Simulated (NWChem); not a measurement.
# Atomisation of pyrazine (C$_{4}$H$_{4}$N$_{2}$)

```
C
N 1 1.3422
C 2 1.3422 1 115.99
H 1 1.1052 2 117.29 3 180.00
H 3 1.1052 2 117.29 1 180.00
C 1 1.4069 4 120.71 2 180.00
N 6 1.3422 1 122.00 4 180.00
C 7 1.3422 6 115.99 1 0.00
H 6 1.1052 7 117.29 8 180.00
H 8 1.1052 7 117.29 6 180.00
```
Charge 0, spin multiplicity 1.

Program: NWChem. The geometry was optimised at PBE/def2-SVP, a minimum by its harmonic frequencies.

Basis set: def2-SVP. The atomisation energy is electronic alone: no zero-point, thermal, spin-orbit or counterpoise terms. No value is extrapolated to the basis-set limit. Free atoms are single determinants with multiplicities C 3, N 4, H 2.

B3LYP has NWChem's definition, with VWN1-RPA local correlation. No SCF solution was tested for a lower state. Open-shell Hartree-Fock references start from PBE0 orbitals.

Q: Order these methods by the atomisation energy they give, lowest first: HF, LDA (SVWN5), BLYP, B3LYP.

A: HF (769.7 kcal/mol), B3LYP (1120.3 kcal/mol), BLYP (1128.6 kcal/mol), LDA (SVWN5) (1321.9 kcal/mol)
